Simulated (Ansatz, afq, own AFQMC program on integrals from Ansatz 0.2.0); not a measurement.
**Cl, doublet in def2-SVP, levels against full CI**

A free Cl atom.

Basis def2-SVP. Only valence electrons are correlated. AFQMC by an in-house program on the Cholesky factors that Ansatz 0.2.0 writes for its CCSD(T) run. The CISD trial takes its coefficients from CCSD amplitudes. Released means that phaseless walkers are propagated on without the constraint, phases kept. Free AFQMC starts from the CCSD state and is never constrained. Its projection time is finite, and what remains of the start isn't in its error. Uncertainties: one standard error, sampling alone.

Determinant: UHF, the one that the program's search chose, which needn't be the lowest solution.

Full CI on the same integrals is exact in this basis and with this determinant's frozen core.

- T1 diagnostic: 0.0054
- weight of the determinant in the CISD state: 0.954
- ⟨S²⟩ of the determinant: 0.755
- size of the correlated space: 7 electrons in 13 orbitals

Reference: full CI, correlation energy -3.456 eV. The released energy is read at 1.50 1/Eh (meV from the phaseless value at times in 1/Eh: -2.9 ± 2.2 at 0.24, -1.5 ± 0.9 at 0.50, -3.8 ± 1.0 at 1.00, -3.9 ± 1.6 at 1.50).

```
         level  E − E(reference) (kJ/mol)  share of correlation (%)
            HF                      333.5                      0.00
           MP2                       47.4                     85.77
          CCSD                        3.5                     98.94
       CCSD(T)                        0.8                     99.75
         CCSDT                        0.4                     99.89
      CCSDT(Q)                        0.0                     99.99
        CCSDTQ                        0.0                    100.00
   ph-AFQMC/HF                  4.8 ± 1.2                     98.57
 ph-AFQMC/CISD                 0.3 ± 0.07                     99.92
released AFQMC                 -0.1 ± 0.2                    100.03
    free AFQMC                 0.0 ± 0.04                     99.99
```

CCSDT and higher add their correlation energy to the determinant of the CCSD(T) run, since their own runs factorise the integrals more tightly (a shift of under 2 meV). Free projections are given only where their last times agree within the noise and don't stop above the reference; a slow remainder of the start can still hide under it. A walk keeps the symmetry of its determinant, which the program's search chose and which needn't be the lowest solution, so a lower state of the same spin and another symmetry isn't excluded. Released energies are given only where the last usable release times agree within the noise; a slower fall can still hide under it.
